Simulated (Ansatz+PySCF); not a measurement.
Values are calculated unless marked as measured or tabulated.
**ethanol → dimethyl-ether**

ethanol (charge 0, multiplicity 1):
```xyz
9

C     0.0000   -0.4146   -0.3535
C     0.0000   -0.4345    1.1567
O     0.0000    0.9232   -0.7809
H    -0.8892   -0.9616   -0.7300
H     0.8892   -0.9616   -0.7300
H     0.0000   -1.4668    1.5374
H     0.8896    0.0825    1.5468
H    -0.8896    0.0825    1.5468
H     0.0000    0.9341   -1.7424
```

dimethyl-ether (charge 0, multiplicity 1):
```xyz
9

O     0.0000    0.0000   -0.5779
C     0.0000    1.1610    0.1881
C     0.0000   -1.1610    0.1881
H     0.0000    2.0214   -0.4962
H    -0.8952    1.2329    0.8396
H     0.8952    1.2329    0.8396
H     0.0000   -2.0214   -0.4962
H     0.8952   -1.2329    0.8396
H    -0.8952   -1.2329    0.8396
```

Shapes relaxed with PBE0/def2-SVP. Single points in def2-SVP with Ansatz (development build ahead of 0.2.0), no zero-point energy. Correlated methods freeze no orbital on H to Be, one on B to Mg, five on Al to Zn, nine on Ga to Sr.

```tsv
method	reaction energy
CCSD (restricted)	10.71 kcal/mol
CCSD(T) (restricted)	10.60 kcal/mol
HF (restricted)	9.56 kcal/mol
PBE (restricted)	9.10 kcal/mol
PBE0 (restricted)	10.19 kcal/mol
r2SCAN (restricted)	10.00 kcal/mol
wB97X (restricted)	9.97 kcal/mol
```

What does MP2 (restricted) give?

11.70 kcal/mol.
